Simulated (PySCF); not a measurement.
PySCF input file for BF₃, SMILES FB(F)F, TDA-CAM-B3LYP/def2-SVPD. Coordinates come from a PBE-D3(BJ)/def2-TZVP optimisation. The isomer is the one that the SMILES or the coordinates give; other isomers of the formula were not compared.

```python
import numpy as np
from pyscf import gto, scf, dft, tdscf

mol = gto.M(
    atom='''
    B     0.00000000    0.00000000    0.00000000
    F    -1.32532605    0.00000000    0.00000000
    F     0.66266302    1.14776603    0.00000000
    F     0.66266302   -1.14776603    0.00000000
    ''',
    basis='def2-SVPD',
    charge=0,
    spin=0,
    symmetry=True,
    max_memory=1600,
    verbose=4,
)
mf = dft.RKS(mol, xc='cam-b3lyp').density_fit(auxbasis='def2-universal-jkfit')
mf.grids.level = 3
mf.conv_tol = 1e-9
mf.max_cycle = 100
mf.kernel()
mf.grids = dft.Grids(mol).set(level=1).build(with_non0tab=True)  # coarser grid for the response kernel
td = tdscf.TDA(mf)
td.singlet = True
td.nstates = 10
td.conv_tol = 1e-4
td.kernel(x0=td.get_init_guess(mf, 15))
td.analyze()
tt = tdscf.TDA(mf)
tt.singlet = False
tt.nstates = 4
tt.conv_tol = 1e-4
tt.kernel(x0=tt.get_init_guess(mf, 9))
tt.analyze(verbose=3)
```

Output:

```
PySCF version 2.14.0

[INPUT] verbose = 4
[INPUT] num. atoms = 4
[INPUT] num. electrons = 32
[INPUT] charge = 0
[INPUT] spin (= nelec alpha-beta = 2S) = 0
[INPUT] symmetry True subgroup None
[INPUT] Mole.unit = angstrom
[INPUT] Symbol           X                Y                Z      unit          X                Y                Z       unit  Magmom
[INPUT]  1 B      0.000000000000   0.000000000000   0.000000000000 AA    0.000000000000   0.000000000000   0.000000000000 Bohr   0.0
[INPUT]  2 F     -1.325326050000   0.000000000000   0.000000000000 AA   -2.504503260252   0.000000000000   0.000000000000 Bohr   0.0
[INPUT]  3 F      0.662663020000   1.147766030000   0.000000000000 AA    1.252251620677   2.168963451779   0.000000000000 Bohr   0.0
[INPUT]  4 F      0.662663020000  -1.147766030000   0.000000000000 AA    1.252251620677  -2.168963451779   0.000000000000 Bohr   0.0

nuclear repulsion = 109.920446038257
point group symmetry = D3h, use subgroup C2v
symmetry origin: [-5.31485467e-09  0.00000000e+00  0.00000000e+00]
symmetry axis x: [ 0.  1. -0.]
symmetry axis y: [0. 0. 1.]
symmetry axis z: [ 1. -0.  0.]
num. orbitals of irrep A1 = 37
num. orbitals of irrep A2 = 11
num. orbitals of irrep B1 = 25
num. orbitals of irrep B2 = 16
number of shells = 35
number of NR pGTOs = 129
number of NR cGTOs = 89
basis = def2-SVPD
ecp = {}


[settings echo left out]
init E= -324.568196005796
HOMO (B1) = -0.538502210877389  LUMO (A1) = -0.00819052251883035  gap/eV = 14.43052
cycle= 1 E= -324.163163400826  delta_E= 0.405  |g|= 0.709  |ddm|= 2.42
HOMO (B1) = -0.442445549722426  LUMO (A1) = 0.0139570284095196  gap/eV = 12.41935
cycle= 2 E= -324.145927645196  delta_E= 0.0172  |g|= 0.845  |ddm|= 1.19
HOMO (B1) = -0.522001028598294  LUMO (A1) = 0.0152242139720427  gap/eV = 14.61864
cycle= 3 E= -324.253801046179  delta_E= -0.108  |g|= 0.0378  |ddm|= 0.551
HOMO (B1) = -0.51310031914438  LUMO (A1) = 0.0178409260930357  gap/eV = 14.44765
cycle= 4 E= -324.254049460532  delta_E= -0.000248  |g|= 0.00701  |ddm|= 0.0558
HOMO (B1) = -0.514495263126021  LUMO (A1) = 0.0175018898146106  gap/eV = 14.47638
cycle= 5 E= -324.25406450409  delta_E= -1.5e-05  |g|= 0.000523  |ddm|= 0.0109
HOMO (B1) = -0.514541199214038  LUMO (A1) = 0.0174965232866882  gap/eV = 14.47748
cycle= 6 E= -324.25406464856  delta_E= -1.44e-07  |g|= 7.07e-05  |ddm|= 0.00141
HOMO (B1) = -0.514552752653198  LUMO (A1) = 0.0174937877374219  gap/eV = 14.47772
cycle= 7 E= -324.254064651485  delta_E= -2.93e-09  |g|= 1.28e-05  |ddm|= 0.000278
HOMO (B1) = -0.514551594927968  LUMO (A1) = 0.017494745050981  gap/eV = 14.47772
cycle= 8 E= -324.254064651555  delta_E= -6.99e-11  |g|= 1.31e-06  |ddm|= 2.74e-05
HOMO (B1) = -0.514551771716259  LUMO (A1) = 0.0174947676926029  gap/eV = 14.47772
Extra cycle  E= -324.254064651555  delta_E= 1.14e-13  |g|= 9.12e-07  |ddm|= 3.67e-06
converged SCF energy = -324.254064651555
tot grids = 21080


******** <class 'pyscf.tdscf.rks.TDA'> for <class 'pyscf.df.df_jk.DFSymAdaptedRKS'> ********
nstates = 10 singlet
deg_eia_thresh = 1.000e-03
wfnsym = None
conv_tol = 0.0001
eigh lindep = 1e-12
eigh level_shift = 0
eigh max_cycle = 100


Excitation energies (eV)
[10.61703285 10.85352621 11.67576496 11.67590438 11.71875619 11.71881442
 11.96323309 11.96327706 12.59444421 12.5944624 ]

** Singlet excitation energies and oscillator strengths **
Excited State   1:   A2     10.61703 eV    116.78 nm  f=0.0000
      16 -> 18       -0.70257
Excited State   2:   B1     10.85353 eV    114.23 nm  f=0.0000
      16 -> 17       -0.69085
Excited State   3:   A2     11.67576 eV    106.19 nm  f=0.0000
      14 -> 17       -0.68802
Excited State   4:   B2     11.67590 eV    106.19 nm  f=0.0000
      15 -> 17        0.68802
Excited State   5:   B2     11.71876 eV    105.80 nm  f=0.0000
      13 -> 18        0.70181
Excited State   6:   A2     11.71881 eV    105.80 nm  f=0.0000
      12 -> 18        0.70181
Excited State   7:   B1     11.96323 eV    103.64 nm  f=0.0290
      12 -> 17       -0.63551
      14 -> 18        0.24982
      16 -> 19        0.11593
Excited State   8:   A1     11.96328 eV    103.64 nm  f=0.0291
      13 -> 17        0.63554
      15 -> 18        0.24976
      16 -> 20       -0.11590
Excited State   9:   A1     12.59444 eV     98.44 nm  f=0.2291
      13 -> 17       -0.26657
      15 -> 18        0.60822
Excited State  10:   B1     12.59446 eV     98.44 nm  f=0.2292
      12 -> 17        0.26664
      14 -> 18        0.60820

** Transition electric dipole moments (AU) **
state          X           Y           Z        Dip. S.      Osc.
  1        -0.0000     -0.0000      0.0000      0.0000      0.0000
  2         0.0000      0.0000     -0.0000      0.0000      0.0000
  3        -0.0000      0.0000     -0.0000      0.0000      0.0000
  4        -0.0000     -0.0000      0.0000      0.0000      0.0000
  5        -0.0000     -0.0000     -0.0000      0.0000      0.0000
  6        -0.0000      0.0000     -0.0000      0.0000      0.0000
  7        -0.0000      0.3148     -0.0000      0.0991      0.0290
  8        -0.3149      0.0000     -0.0000      0.0991      0.0291
  9         0.8617     -0.0000     -0.0000      0.7426      0.2291
 10        -0.0000     -0.8618     -0.0000      0.7427      0.2292

** Transition velocity dipole moments (imaginary part, AU) **
state          X           Y           Z        Dip. S.      Osc.
  1         0.0000      0.0000      0.0000      0.0000      0.0000
  2         0.0000     -0.0000     -0.0000      0.0000      0.0000
  3         0.0000     -0.0000     -0.0000      0.0000      0.0000
  4         0.0000      0.0000      0.0000      0.0000      0.0000
  5         0.0000      0.0000     -0.0000      0.0000      0.0000
  6         0.0000      0.0000     -0.0000      0.0000      0.0000
  7        -0.0000      0.1749     -0.0000      0.0306      0.0464
  8        -0.1749     -0.0000     -0.0000      0.0306      0.0464
  9         0.2712     -0.0000     -0.0000      0.0736      0.1060
 10        -0.0000     -0.2713     -0.0000      0.0736      0.1060

** Transition magnetic dipole moments (imaginary part, AU) **
state          X           Y           Z
  1         0.0000     -0.0000     -0.0000
  2        -0.0000      0.0000      0.7442
  3        -0.7504      0.0000     -0.0000
  4        -0.0000      0.7502     -0.0000
  5         0.0000     -0.7630      0.0000
  6         0.7628      0.0000      0.0000
  7        -0.0000      0.0000      0.0000
  8         0.0000     -0.0000      0.0000
  9        -0.0000      0.0000      0.0000
 10        -0.0000     -0.0000     -0.0000


******** <class 'pyscf.tdscf.rks.TDA'> for <class 'pyscf.df.df_jk.DFSymAdaptedRKS'> ********
nstates = 4 triplet
deg_eia_thresh = 1.000e-03
wfnsym = None
conv_tol = 0.0001
eigh lindep = 1e-12
eigh level_shift = 0
eigh max_cycle = 100


Excitation energies (eV)
[10.36433118 10.62716332 10.89099104 10.89107036]

** Triplet excitation energies and oscillator strengths **
Excited State   1:   A2     10.36433 eV    119.63 nm  f=0.0000
Excited State   2:   B1     10.62716 eV    116.67 nm  f=0.0000
Excited State   3:   B1     10.89099 eV    113.84 nm  f=0.0000
Excited State   4:   A1     10.89107 eV    113.84 nm  f=0.0000
```

The calculation finished and met its thresholds.

Cost: about 28 core-seconds (a rough figure).
